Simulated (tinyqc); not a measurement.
Inside a calculation. Method: RHF in the sto-3g basis, for H2O, spin multiplicity 1. One step of it, computed by the program tinyqc.

Question. Iteration 1: building the Fock matrix. J_ij = sum D_kl (ij|kl), K_ij = sum D_kl (ik|jl); F = H + J - 0.5 K; E = tr D H + tr D J / 2 - 0.25 tr D K + E_nn.

D at the start, lower triangle:
```
            1O 1s      1O 2s     1O 2px     1O 2py     1O 2pz      2H 1s     3H 1s
1O 1s    1.542744
1O 2s   -0.828746   0.520518
1O 2px   0.361140  -0.324409   1.688609
1O 2py  -0.170567   0.134532   0.143354   2.334661
1O 2pz  -0.567742   0.400870   0.342359  -0.160374   1.784054
2H 1s    0.736065  -0.096808  -0.230745  -0.655735  -0.073369   1.932835
3H 1s    0.710296  -0.500360  -0.293397   0.911003  -0.067594  -0.886230  2.146391
```

core Hamiltonian H = T + V (hartree), lower triangle:
```
             1O 1s      1O 2s     1O 2px     1O 2py     1O 2pz      2H 1s      3H 1s
1O 1s   -32.570414
1O 2s    -7.577180  -9.194264
1O 2px    0.000000   0.000000  -7.341561
1O 2py    0.000000   0.000000   0.000000  -7.446462
1O 2pz   -0.014763  -0.180683   0.000000   0.000000  -7.413254
2H 1s    -1.216414  -2.866876   0.000000  -1.619939  -1.389365  -4.519817
3H 1s    -1.216414  -2.866876   0.000000   1.619939  -1.389365  -1.100779  -4.519817
```

Two-electron integrals (ij|kl) in chemists' order, unique and non-zero (hartree):
```
(11|11) 4.785065    (21|11) 0.741380    (21|21) 0.136873    (22|11) 1.118947
(22|21) 0.256633    (22|22) 0.817206    (31|31) 0.024477    (32|31) 0.037809
(32|32) 0.180518    (33|11) 1.115814    (33|21) 0.256684    (33|22) 0.817023
(33|33) 0.880159    (41|41) 0.024477    (42|41) 0.037809    (42|42) 0.180518
(43|43) 0.047444    (44|11) 1.115814    (44|21) 0.256684    (44|22) 0.817023
(44|33) 0.785270    (44|44) 0.880159    (51|51) 0.024477    (52|51) 0.037809
(52|52) 0.180518    (53|53) 0.047444    (54|54) 0.047444    (55|11) 1.115814
(55|21) 0.256684    (55|22) 0.817023    (55|33) 0.785270    (55|44) 0.785270
(55|55) 0.880159    (61|11) 0.119459    (61|21) 0.021884    (61|22) 0.040822
(61|33) 0.040742    (61|41) 0.000774    (61|42) 0.001457    (61|44) 0.040889
(61|51) 0.000640    (61|52) 0.001204    (61|54) 0.000121    (61|55) 0.040842
(61|61) 0.003544    (62|11) 0.308779    (62|21) 0.071787    (62|22) 0.255312
(62|33) 0.250836    (62|41) 0.004161    (62|42) 0.032619    (62|44) 0.258663
(62|51) 0.003440    (62|52) 0.026966    (62|54) 0.006471    (62|55) 0.256185
(62|61) 0.011720    (62|62) 0.101163    (63|31) 0.007287    (63|32) 0.043232
(63|43) 0.006666    (63|53) 0.005511    (63|63) 0.013955    (64|11) 0.177347
(64|21) 0.041742    (64|22) 0.158494    (64|33) 0.151407    (64|41) 0.009397
(64|42) 0.062262    (64|44) 0.169341    (64|51) 0.001744    (64|52) 0.015732
(64|54) 0.009315    (64|55) 0.154552    (64|61) 0.007097    (64|62) 0.076320
(64|64) 0.070869    (65|11) 0.146612    (65|21) 0.034508    (65|22) 0.131027
(65|33) 0.125168    (65|41) 0.001744    (65|42) 0.015732    (65|44) 0.128972
(65|51) 0.008729    (65|52) 0.056237    (65|54) 0.009811    (65|55) 0.138790
(65|61) 0.005867    (65|62) 0.063094    (65|64) 0.047051    (65|65) 0.052852
(66|11) 0.467629    (66|21) 0.110468    (66|22) 0.452093    (66|33) 0.434338
(66|41) 0.007850    (66|42) 0.086216    (66|44) 0.465643    (66|51) 0.006490
(66|52) 0.071275    (66|54) 0.025880    (66|55) 0.455733    (66|61) 0.018166
(66|62) 0.231804    (66|64) 0.199557    (66|65) 0.164974    (66|66) 0.774606
(71|11) 0.119459    (71|21) 0.021884    (71|22) 0.040822    (71|33) 0.040742
(71|41) -0.000774   (71|42) -0.001457   (71|44) 0.040889    (71|51) 0.000640
(71|52) 0.001204    (71|54) -0.000121   (71|55) 0.040842    (71|61) 0.003492
(71|62) 0.011364    (71|64) 0.006323    (71|65) 0.005694    (71|66) 0.017467
(71|71) 0.003544    (72|11) 0.308779    (72|21) 0.071787    (72|22) 0.255312
(72|33) 0.250836    (72|41) -0.004161   (72|42) -0.032619   (72|44) 0.258663
(72|51) 0.003440    (72|52) 0.026966    (72|54) -0.006471   (72|55) 0.256185
(72|61) 0.011364    (72|62) 0.081207    (72|64) 0.042483    (72|65) 0.049243
(72|66) 0.151113    (72|71) 0.011720    (72|72) 0.101163    (73|31) 0.007287
(73|32) 0.043232    (73|43) -0.006666   (73|53) 0.005511    (73|63) 0.010812
(73|73) 0.013955    (74|11) -0.177347   (74|21) -0.041742   (74|22) -0.158494
(74|33) -0.151407   (74|41) 0.009397    (74|42) 0.062262    (74|44) -0.169341
(74|51) -0.001744   (74|52) -0.015732   (74|54) 0.009315    (74|55) -0.154552
(74|61) -0.006323   (74|62) -0.042483   (74|64) -0.011884   (74|65) -0.025243
(74|66) -0.071577   (74|71) -0.007097   (74|72) -0.076320   (74|74) 0.070869
(75|11) 0.146612    (75|21) 0.034508    (75|22) 0.131027    (75|33) 0.125168
(75|41) -0.001744   (75|42) -0.015732   (75|44) 0.128972    (75|51) 0.008729
(75|52) 0.056237    (75|54) -0.009811   (75|55) 0.138790    (75|61) 0.005694
(75|62) 0.049243    (75|64) 0.025243    (75|65) 0.040232    (75|66) 0.099999
(75|71) 0.005867    (75|72) 0.063094    (75|74) -0.047051   (75|75) 0.052852
(76|11) 0.108383    (76|21) 0.025451    (76|22) 0.098896    (76|33) 0.096468
(76|44) 0.098324    (76|51) 0.001866    (76|52) 0.017707    (76|55) 0.101787
(76|61) 0.004115    (76|62) 0.039398    (76|64) 0.025810    (76|65) 0.027634
(76|66) 0.095646    (76|71) 0.004115    (76|72) 0.039398    (76|74) -0.025810
(76|75) 0.027634    (76|76) 0.019407    (77|11) 0.467629    (77|21) 0.110468
(77|22) 0.452093    (77|33) 0.434338    (77|41) -0.007850   (77|42) -0.086216
(77|44) 0.465643    (77|51) 0.006490    (77|52) 0.071275    (77|54) -0.025880
(77|55) 0.455733    (77|61) 0.017467    (77|62) 0.151113    (77|64) 0.071577
(77|65) 0.099999    (77|66) 0.306818    (77|71) 0.018166    (77|72) 0.231804
(77|74) -0.199557   (77|75) 0.164974    (77|76) 0.095646    (77|77) 0.774606
```

nuclear repulsion = 7.95109703 hartree

Give: Coulomb J; exchange K; Fock matrix F; total energy of this density.

Answer.

Coulomb J (hartree), lower triangle:
```
         1O 1s   1O 2s  1O 2px  1O 2py  1O 2pz  2H 1s  3H 1s
1O 1s   14.311
1O 2s    2.784   7.419
1O 2px  -0.014  -0.135   7.351
1O 2py   0.008   0.075   0.014   7.471
1O 2pz   0.016   0.267   0.027  -0.011   7.418
2H 1s    0.446   2.439  -0.030   1.566   1.352  4.881
3H 1s    0.445   2.413  -0.034  -1.515   1.343  0.995  4.827
```

exchange K (hartree), lower triangle:
```
         1O 1s   1O 2s  1O 2px  1O 2py  1O 2pz  2H 1s  3H 1s
1O 1s    6.692
1O 2s    0.885   1.321
1O 2px   0.291  -0.371   1.735
1O 2py  -0.122   0.228   0.129   2.018
1O 2pz  -0.334   0.284   0.217  -0.096   1.863
2H 1s    0.320   0.702  -0.146   0.564   0.525  1.444
3H 1s    0.323   0.512  -0.212  -0.346   0.551  0.196  1.330
```

Fock matrix F (hartree), lower triangle:
```
          1O 1s   1O 2s  1O 2px  1O 2py  1O 2pz   2H 1s   3H 1s
1O 1s   -21.605
1O 2s    -5.236  -2.435
1O 2px   -0.160   0.051  -0.858
1O 2py    0.069  -0.039  -0.050  -0.985
1O 2pz    0.168  -0.056  -0.082   0.037  -0.926
2H 1s    -0.930  -0.779   0.043  -0.336  -0.300  -0.361
3H 1s    -0.933  -0.710   0.072   0.278  -0.322  -0.204  -0.358
```

total energy of this density = -57.30276 hartree
